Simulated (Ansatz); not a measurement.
For rock-salt KBr, r²SCAN (PAW; Ansatz, an electronic-structure program) gives:

* **equilibrium lattice constant a**: 6.609 Å
* **bulk modulus**: 15.9 GPa
* **cohesive energy**: 3.08 eV/atom
* **band gap at the measured cell**: 5.08 eV
* **elastic constant C11**: 38.6 GPa
* **elastic constant C44**: 5.3 GPa
* **Voigt–Reuss–Hill shear modulus**: 8.7 GPa

Task: What does HSE06 (plane waves, PAW; Ansatz) give for the same quantities?

Result: 
- lattice constant a: 6.666 Å (rises by 0.9 %)
- bulk modulus: 14.2 GPa (falls by 11 %)
- cohesive energy: 2.92 eV/atom (decreases by 0.16 eV/atom)
- band gap at the measured cell: 5.60 eV (goes up by 0.52 eV)
- elastic constant C11: 32.5 GPa (shrinks by 16 %)
- elastic constant C44: 5.4 GPa (hardly moves)
- Voigt–Reuss–Hill shear modulus: 7.9 GPa (drops by 9.2 %)

For comparison: lattice constant a 6.541 Å (measured, low temperature, no zero-point or thermal correction; as tabulated in Doll and Stoll (1998), arXiv:cond-mat/9801031); bulk modulus 17.9 GPa (measured, 0 K, extrapolated to 0 K; as tabulated in Doll and Stoll (1998), arXiv:cond-mat/9801031); band gap 7.4 eV (measured, temperature not stated, not corrected to a static lattice, sources range from 7.40 to 7.60; as tabulated in Aguado et al. (1998), arXiv:cond-mat/9809176); elastic constant C11 34.8 GPa (measured, temperature not stated, no zero-point or thermal correction; as tabulated in Oses et al. (2018), arXiv:1811.08464); elastic constant C44 5.1 GPa (measured, temperature not stated, no zero-point or thermal correction; as tabulated in Oses et al. (2018), arXiv:1811.08464).

Changes are worked out from the printed values.

Unless a cell is named, each level is at its own relaxed cell (r²SCAN 36.08, HSE06 37.03 Å³/atom).

Levels without +SOC have no spin–orbit coupling; where heavier elements are present it shifts gaps, mostly down, and can invert bands. Density-functional gaps are differences of (generalised) Kohn–Sham levels.

Ansatz's density-functional and Hartree–Fock values are scalar-relativistic unless marked +SOC, with PAW data made under PBE.
